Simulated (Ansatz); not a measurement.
BiOCl (P4/nmm, No. 129), treated with r²SCAN in Ansatz (plane waves, PAW).

Run with plane-wave cutoff 500 eV, 10×10×6 k mesh (along the axes of the cell as run), Fermi–Dirac smearing 0.05 eV, scalar-relativistic PAW data made under PBE.

Cell (relaxed at this level):

BiClO has the tetragonal space group P4/nmm, origin choice 1 (No. 129), Pearson symbol tP6. Cell: a = b = 3.894 Å, c = 7.580 Å, α = β = γ = 90.00°. Bi on 2c is coordinated by 4 O at 2.317 Å and 4 Cl at 3.069 Å. Cl on 2c has 4 Bi at 3.069 Å. O on 2b sees 4 Bi at 2.317 Å (tetrahedral). (Neighbours: up to the widest gap in distance over summed covalent radii, below 1.35, at either atom; cation-cation and far metal-metal contacts left out.)

Question: What does this level give for the band gap?

Answer: 
- band gap = 3.00 eV (on the SCF k mesh)

Spin–orbit coupling is not included; with these elements it can move the gap by several tenths of an eV or more.

The result took roughly 2.2 core-minutes.

Ansatz is a quantum-chemistry and plane-wave program.
